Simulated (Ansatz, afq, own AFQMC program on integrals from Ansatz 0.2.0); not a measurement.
AlHO, singlet: AFQMC among the cluster methods

```xyz
3

Al    0.0000    0.0000    1.6121
O     0.0000    0.0000   -0.2717
H     0.0000    0.0000   -1.3405
```

Connectivity, by distances: Al–OH.

Basis cc-pVDZ. Noble-gas cores (and the filled d shells of Ga–Kr and In–Xe) are frozen. AFQMC by an in-house program on the Cholesky factors that Ansatz 0.2.0 writes for its CCSD(T) run. ph-AFQMC/CISD is guided by a CISD state made of CCSD amplitudes; releasing the constraint for a short imaginary time cuts its bias at the price of noise, slowly where states lie close. ± is one standard error of the sampling.

Determinant: RHF, the one that the program's search chose, which needn't be the lowest solution. The geometry is a point of a scan.

No full CI on the walks' own integrals is used here; CCSDT(Q) serves as the reference and is uncertain by about the last step of the cluster series.

Cautions: higher spins were not checked; raised T1 diagnostic (T1 0.025, weight of the determinant 0.88, largest double 0.11).

```
T1 diagnostic                               : 0.0247
weight of the determinant in the CISD state : 0.878
size of the correlated space                : 10 electrons in 31 orbitals
```

Reference: CCSDT(Q), correlation energy -7.318 eV. The released energy is read at 2.40 1/Eh (meV from the phaseless value at times in 1/Eh: -10 ± 15 at 0.24, -27 ± 13 at 0.51, -28 ± 14 at 0.99, -25 ± 16 at 1.62, -33 ± 21 at 2.40).

```csv
level,E − E(reference) (mEh),share of correlation (%)
HF,268.95,0.00
MP2,24.05,91.06
CCSD,8.58,96.81
CCSD(T),1.62,99.40
CCSDT,1.08,99.60
ph-AFQMC/HF,-1.93 ± 1.91,100.72
ph-AFQMC/CISD,0.96 ± 0.51,99.64
released AFQMC,-0.25 ± 0.78,100.09
```

A walk keeps the symmetry of its determinant, which the program's search chose and which needn't be the lowest solution, so a lower state of the same spin and another symmetry isn't excluded. Released energies are given only where the last usable release times agree within the noise; a slower fall can still hide under it.
